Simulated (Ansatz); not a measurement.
**Point defect: C interstitial in Si**

Computed with Ansatz, DFT PBE, scalar-relativistic, plane waves, PAW. Run with 420 eV cutoff, 3×3×3 k-mesh, Gaussian smearing of 0.01 eV, collinear spin in charge +1 alone.

Host crystal, relaxed:

```
Si
1.0
     0.00000    2.73505    2.73505
     2.73505    0.00000    2.73505
     2.73505    2.73505    0.00000
Si
2
Cartesian
  4.1026 4.1026 4.1026
  2.7350 2.7350 2.7350
```

Supercell of 32 atoms, rows in host cell vectors: -1 -1 3; 3 -1 -1; -1 3 -1. Atoms relax at the host's cell from a start displaced at random by 0.06 Å near the defect, so other minima may exist. The cell is small, so energies carry finite-size errors of tenths of an eV. The host's Kohn–Sham gap is 0.61 eV. Atoms are taken from and returned to the elements' standard states. Charged cells are corrected for image charges with the computed static dielectric tensor (mean 13.0) and aligned with the host's potential at far atoms (alignment terms reach 0.08 eV). No band-filling term is added, and the Fermi level counts from the host's valence band top.

Defect: C interstitial set at (0.000, 0.000, 0.000) of the host cell. In charges +1, 0 some atom moved by up to 1.7 Å, so the relaxed defect can differ in kind from the start. Before relaxation its nearest neighbours are 4 Si at 2.37 Å, 6 Si at 2.73 Å.

| charge | E_f at the valence band top (eV) | over the neutral state (eV) | moment (μB) | largest move (Å) | atoms near the site |
| --- | --- | --- | --- | --- | --- |
| +1 | 3.48 | -0.04 | 1.00 | 1.70 | 1 Si at 1.77 Å, 2 Si at 1.85 Å |
| 0 | 3.52 | 0.00 | 0.00 | 1.65 | 1 Si at 1.75 Å, 2 Si at 1.82 Å |

Among the charges computed the stable one is +1 at the valence band top, changing to 0 at 0.04 eV. In charge 0 the cell has partly filled bands: a level of the defect may be part filled, the carrier may sit in the host's bands, or levels may cross between the k points, so transitions that involve it are doubtful. Other sites of the defect weren't tried.

Cost: 3 runs of about 29 core-minutes in all, on Intel Xeon 6975P-C (Granite Rapids) (shared hosts).